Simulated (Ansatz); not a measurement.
## Ligand exchange: HOCN + BH(CH3)(SiH3) → SiH3(CN) + BH(CH3)(OH)

Species: HOCN (cyanic acid) `N#CO`, singlet; BH(CH3)(SiH3), singlet; SiH3(CN), singlet; BH(CH3)(OH), singlet. The partners trade OH for SiH3: C–OH and B–SiH3 bonds give way to C–SiH3 and B–OH.

Shapes, held fixed at every level: PBE0-D4/def2-TZVP. Flexible molecules stand in one conformer, not always the lowest. Programs: Ansatz 0.2.0. The zero-point and thermal change to 298 K, harmonic and unscaled (PBE0-D4/def2-TZVP), is +5.8 kJ/mol.

(1) Estimate ΔH(298 K) of this reaction.

Results:

(1) The highest level, CCSD(T)/CBS estimate, gives ΔH(298 K) = -292.8 kJ/mol; the levels span -301.7 to -264.0. The column of differences is taken from that level and isn't an error. No measured value is set beside it here. The CBS estimate extrapolates MP2 from def2-TZVPP and def2-QZVPP and adds CCSD(T) − MP2 in the triple-zeta set, cores frozen. Times are processor times on shared x86 and Arm servers, and rough.

```csv
level,kind,ΔH(298 K) (kJ/mol),less CCSD(T)/CBS estimate,CPU time (sum over the molecules)
BHLYP-D4/def2-TZVPP,global hybrid,-287.9,+4.9,15 s
PBE0-D4/def2-TZVPP,global hybrid,-264.0,+28.8,16 s
r2SCAN0-D4/def2-TZVPP,global hybrid,-276.4,+16.4,24 s
B2PLYP/def2-TZVPP,double hybrid,-290.9,+1.9,26 s
MP2/def2-SVP,perturbation theory,-299.7,-6.9,–
MP2/def2-TZVPP,perturbation theory,-301.7,-8.9,–
CCSD(T)/def2-TZVPP,coupled cluster or CI,-290.2,+2.6,2.8 min
CCSD(T)/CBS estimate,coupled cluster or CI,-292.8,0.0,8.3 min
```
